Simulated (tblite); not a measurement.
Compound: C5H9N.
Atom-mapped SMILES: `[CH3:1][C:2]([CH3:3])([CH3:4])[C:5]#[N:6]` (hydrogens: H7, H8, H9 on C1; H10, H11, H12 on C3; H13, H14, H15 on C4)

All values are computed: GFN2-xTB (tblite) harmonic vibrations without scaling, gas phase. Against measured fundamentals such values can be off by several per cent, at times by over 20.

Harmonic wavenumbers (cm⁻¹): 167.9, 168.0, 168.2, 226.9, 227.1, 351.3, 351.4, 363.4, 559.4, 559.6, 742.2, 922.8, 967.1, 967.1, 970.1, 1034.4, 1034.4, 1224.0, 1224.1, 1275.1, 1403.4, 1403.4, 1424.4, 1480.2, 1489.6, 1489.6, 1495.3, 1495.4, 1508.4, 2409.4, 3029.0, 3029.0, 3029.5, 3035.3, 3035.4, 3035.6, 3040.7, 3041.1, 3041.3.

A = 4541, B = 2814, C = 2813 MHz; mass 83.073 u (most abundant isotopes); point group C3v, symmetry number 3.

Question: Zero-point energy?

Answer: ½Σν̃ = 28210 cm⁻¹ = 337.47 kJ/mol.

Question: What is S at 298.15 K and 1 bar for an ideal gas of classical rigid rotors and harmonic oscillators?

Answer: Translation 163.98, rotation 102.14, vibration 70.10: S = 336.2 J/(mol K).

Question: And Cp and H(298.15 K) − H(0)?

Answer: Cp = 119.57 J/(mol K), of which vibrations give 86.31 (their classical limit is 39 R = 324.3); H(298.15 K) − H(0) = 22.36 kJ/mol without the zero-point energy, 12.45 from vibrations.

Question: How do the functions run with temperature in this model?

Answer: 
```
 T (K)  S (J/(mol K))  Cp (J/(mol K))  H − H(0) (kJ/mol)  G − H(0) (kJ/mol)  ln q(vib)
    50          208.1            39.1               1.72              -8.68       0.03
   100          241.8            60.6               4.21             -19.97       0.38
373.15          365.3           140.7              32.12            -104.20       4.68
   500          411.2           173.6              52.11            -153.49       6.85
   750          491.6           223.4             102.11            -266.59      11.06
  1000          560.9           258.1             162.55            -398.36      15.07
```

q(vib) and H(0) count from the zero-point level.

Question: Which modes carry the vibrational entropy at 298.15 K?

Answer: 167.9 cm⁻¹: 10.29; 168.0 cm⁻¹: 10.28; 168.2 cm⁻¹: 10.27; 226.9 cm⁻¹: 7.96; 227.1 cm⁻¹: 7.96; 351.3 cm⁻¹: 4.85 J/(mol K); the other 33 give 18.48 together.

Question: What must be added to the electronic energy to get the Gibbs energy at 298.15 K and 1 bar?

Answer: ZPE + [H(298.15 K) − H(0)] − T·S = 337.47 + 22.36 − 100.24 = 259.59 kJ/mol.

Hindered rotation and anharmonicity are outside this model.

Hardware: an Arm Neoverse V1 with one thread (shared host). The figure is for the frequency step alone.
